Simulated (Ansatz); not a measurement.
The input, for Ansatz 0.2.0:

```yaml
crystal:
  periodic: [false, false, false]
  atoms:
    - {symbol: H, position_ang: [-2.179372, 0.000000, 0.000000]}
    - {symbol: H, position_ang: [-1.135372, 0.000000, 0.000000]}
    - {symbol: C, position_ang: [0.178628, 0.000000, 0.000000]}
    - {symbol: H, position_ang: [0.593096, 0.000000, 0.996161]}
    - {symbol: H, position_ang: [0.593096, 0.000000, -0.996161]}
basis:
  gaussian: {orbitals: def2-SVP}
magnetization: {spin_polarized: false, initial_magnetization: 2}
correlation: {method: bccd, electrons: valence}
output: {forces: true}
```

```sh
$ ansatz run in.yaml --threads 1 --pin off --events-out ev --progress --plain --max-ram 2393MiB
```

Output:

```
358 factors; integrals over basis functions are off by at most 1.1e-3 eV
mean field evaluation 1: about -1087.2807 eV, gradient 1.1e1 eV
mean field evaluation 2: about -1087.2808 eV, gradient 1.1e1 eV
mean field evaluation 4: about -1087.8903 eV, gradient 1.7e0 eV
mean field evaluation 8: about -1087.9207 eV, gradient 8.9e-2 eV
mean field evaluation 16: about -1087.9073 eV, gradient 4.9e-1 eV
mean field -1087.92099841 eV, -39.9803592723 hartree, gradient 2.0e-6 eV, S^2 2.000000; 0 other end points of the search recorded, 0 dependent functions left out
1 core orbitals not correlated: weight in the atoms' cores, before any rotation towards them, 1.000 or more for the frozen orbitals, at most 0.000 for the correlated occupied ones
reference -1087.92099841 eV, -39.9803592723 hartree; 5, 3 occupied and 28, 30 virtual orbitals, 358 factors
second order -3.81748971 eV of doubles, -0.20500546 eV of singles
cycle   1  -4.55028724 eV  change   -5.2e-1 eV  update   4.9e-2
cycle   2  -4.70594915 eV  change   -1.6e-1 eV  update   2.1e-2
cycle   3  -4.72220440 eV  change   -1.6e-2 eV  update   8.8e-3
cycle   4  -4.72049867 eV  change    1.7e-3 eV  update   4.6e-3
cycle   5  -4.72078293 eV  change   -2.8e-4 eV  update   1.7e-3
cycle   6  -4.72090204 eV  change   -1.2e-4 eV  update   4.8e-4
cycle   7  -4.72093110 eV  change   -2.9e-5 eV  update   1.6e-4
cycle   8  -4.72087494 eV  change    5.6e-5 eV  update   6.0e-5
cycle   9  -4.72085121 eV  change    2.4e-5 eV  update   1.6e-5
cycle  10  -4.72084567 eV  change    5.5e-6 eV  update   5.4e-6
cycle  11  -4.72084229 eV  change    3.4e-6 eV  update   1.7e-6
the calculation of the forces begins
Total energy: -1092.64184070 eV, -40.1538470266 hartree
Atom 0 at    -2.179372     0.000000     0.000000 Å, force     0.081476     0.000000    -0.000000 eV/Å
Atom 1 at    -1.135372     0.000000     0.000000 Å, force     1.210467    -0.000000    -0.000000 eV/Å
Atom 2 at     0.178628     0.000000     0.000000 Å, force    -2.576025     0.000000    -0.000000 eV/Å
Atom 3 at     0.593096     0.000000     0.996161 Å, force     0.642041    -0.000000     0.159947 eV/Å
Atom 4 at     0.593096     0.000000    -0.996161 Å, force     0.642041     0.000000    -0.159947 eV/Å
Dipole moment:     0.128333    -0.000000     0.000000 e Å
```

Forces (eV/Å):
```
H    0.081  0.000  0.000
H    1.210  0.000  0.000
C   -2.576  0.000  0.000
H    0.642  0.000  0.160
H    0.642  0.000 -0.160
```

Ran on 1 thread of AMD EPYC 9R45, shared host: 0.72 s wall, 0.15 GiB peak host memory.
